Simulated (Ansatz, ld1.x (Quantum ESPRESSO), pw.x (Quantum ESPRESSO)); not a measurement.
**Equation-of-state test of one TM potential (S)**

* Element: sulfur
* Generator: ld1.x (Quantum ESPRESSO) 7.5
* Type: norm-conserving Troullier–Martins (Kleinman–Bylander form)
* Functional: PBEsol
* Relativity: scalar-relativistic
* Frozen core: [Ne]
* Valence charge: 6
* Reference configuration: 3s2 3p2.5 (charge +1.5)
* Partial waves: 3p (bound): rc 1.64 bohr; 3d channel at 0.05 Ry: rc 1.58 bohr; 3s (bound): rc 1.20 bohr
* Local potential: the s channel
* Core correction: a·sin(br)/r model core inside 1.05 bohr

Crystal test: bcc S in pw.x 7.5, no spin, 15³ k-points, Fermi–Dirac smearing 0.01 Ry, cutoffs 135/540 Ry. The reference is all-electron LAPW (Ansatz 0.2.0) with the same functional, mesh and smearing; V0 and B0 come from Birch–Murnaghan fits to the pressures at five volumes. Errors are pseudo minus all-electron; Δ is the rms difference of the E(V) curves that follow from these fits, minima aligned, over ±6 % about the mean V0. Mesh and smearing are coarse, so the numbers serve the comparison and aren't converged zero-temperature values; the lattice is a test structure that the element need not adopt.

| V (Å³/atom) | P all-electron (GPa) | P pseudo (GPa) |
| --- | --- | --- |
| 14.098 | 6.27 | 6.04 |
| 14.469 | 3.25 | 3.02 |
| 14.840 | 0.59 | 0.37 |
| 15.211 | -1.75 | -1.96 |
| 15.582 | -3.81 | -4.01 |

All-electron: a0 = 3.102 Å (V0 = 14.93 Å³/atom), B0 = 97.2 GPa.

Pseudopotential: mean pressure error (GPa): -0.22; a0 (Å): 3.100; a0 error (%): -0.07; B0 error (%): +0.6; Δ (meV/atom): 0.7.

**Question.** At the middle volume, how do free energy and pressure move when the wave cutoff is lowered (ecutrho kept at four times it)?

**Answer.**

```
cutoff (Ry)  shift of F (meV/atom)  shift of P (GPa)
         61                  +33.8             -0.61
         81                  +26.3             -0.34
        108                   +4.2             -0.39
```

Input at the middle volume:

```
&control
  calculation='scf', prefix='x', pseudo_dir='./', outdir='./tmp', tstress=.true., disk_io='none'
/
&system
  ibrav=0, nat=1, ntyp=1, ecutwfc=135, ecutrho=540, nbnd=10,
  occupations='smearing', smearing='fd', degauss=0.01
/
&electrons
  conv_thr=1e-09, mixing_beta=0.4, electron_maxstep=70
/
ATOMIC_SPECIES
S 1.0 S.UPF
CELL_PARAMETERS angstrom
  -1.54807253 1.54807253 1.54807253
  1.54807253 -1.54807253 1.54807253
  1.54807253 1.54807253 -1.54807253
ATOMIC_POSITIONS crystal
S 0.0000 0.0000 0.0000
K_POINTS automatic
15 15 15 0 0 0
```

```bash
pw.x < S.scf.in > S.scf.out
```

Lines of the output:

```
Message from routine setup:
     using ibrav=0 with symmetry is DISCOURAGED, use correct ibrav instead
     lattice parameter (alat)  =       5.0670  a.u.
     unit-cell volume          =     100.1453 (a.u.)^3
     number of electrons       =         6.00
     number of Kohn-Sham states=           10
     kinetic-energy cutoff     =     135.0000  Ry
     charge density cutoff     =     540.0000  Ry
     scf convergence threshold =      1.0E-09
     Exchange-correlation= PBESOL
     number of k points=   120  Fermi-Dirac smearing, width (Ry)=  0.0100
     iteration #  1     ecut=   135.00 Ry     beta= 0.40
     total energy              =     -21.41461885 Ry
     estimated scf accuracy    <       0.18697135 Ry
     iteration #  2     ecut=   135.00 Ry     beta= 0.40
     total energy              =     -21.39837408 Ry
     estimated scf accuracy    <       0.04038010 Ry
     iteration #  3     ecut=   135.00 Ry     beta= 0.40
     total energy              =     -21.40409344 Ry
     estimated scf accuracy    <       0.00008139 Ry
     iteration #  4     ecut=   135.00 Ry     beta= 0.40
     c_bands:  1 eigenvalues not converged
     total energy              =     -21.40417385 Ry
     estimated scf accuracy    <       0.00005412 Ry
     iteration #  5     ecut=   135.00 Ry     beta= 0.40
     total energy              =     -21.40417782 Ry
     estimated scf accuracy    <       0.00000127 Ry
     iteration #  6     ecut=   135.00 Ry     beta= 0.40
     total energy              =     -21.40417810 Ry
     estimated scf accuracy    <       0.00000001 Ry
     iteration #  7     ecut=   135.00 Ry     beta= 0.40
     total energy              =     -21.40417811 Ry
     estimated scf accuracy    <          3.0E-09 Ry
     iteration #  8     ecut=   135.00 Ry     beta= 0.40
     the Fermi energy is    10.1864 ev
!    total energy              =     -21.40417811 Ry
     estimated scf accuracy    <          1.1E-10 Ry
     smearing contrib. (-TS)   =      -0.00344439 Ry
     The total energy is F=E-TS. E is the sum of the following terms:
     one-electron contribution =       5.81373337 Ry
     hartree contribution      =       0.84298105 Ry
     xc contribution           =      -5.66548094 Ry
     ewald contribution        =     -22.39196720 Ry
     convergence has been achieved in   8 iterations
          total   stress  (Ry/bohr**3)                   (kbar)     P=        3.72
     Message from routine punch:
     Nothing written, as per user request (disk_io='none')
```

The run at the middle volume (120 k-points, 8 iterations) took about 38 s on one core of a shared host (Neoverse-V1, 32 threads, 247 GiB, load 16).
